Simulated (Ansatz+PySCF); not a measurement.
Values are calculated unless marked as measured or tabulated.
**Several solutions for singlet F₂**

```xyz
2

F     0.0000    0.0000   -1.0668
F     0.0000    0.0000    1.0668
```

Basis set: STO-3G (spherical functions). Charge 0, multiplicity 1.

PBE0 (unrestricted) was run from several starts with Ansatz (development build ahead of 0.2.0) and PySCF 2.14.0.

```
run  program                        start  converged  energy (hartree)  <S²>
  A   Ansatz      stability test followed        yes        -196.41153  0.93
  B   Ansatz      atomic start, no search        yes        -196.32971  0.00
  C   Ansatz  search for the lowest state        yes        -196.41153  0.93
  D    PySCF             program defaults        yes        -196.32968  0.00
```

(1) Which runs reached the lowest solution of this kind, and what is wrong with the others?

Answers

(1) A, C reached the lowest solution found. Converged but too high: B by 2.23 eV, D by 2.23 eV. Convergence only shows a stationary point, and even a stable one can lie too high; stability tests and further starts are what find lower ones. Caution: the unrestricted determinant is a mixture of spin states.
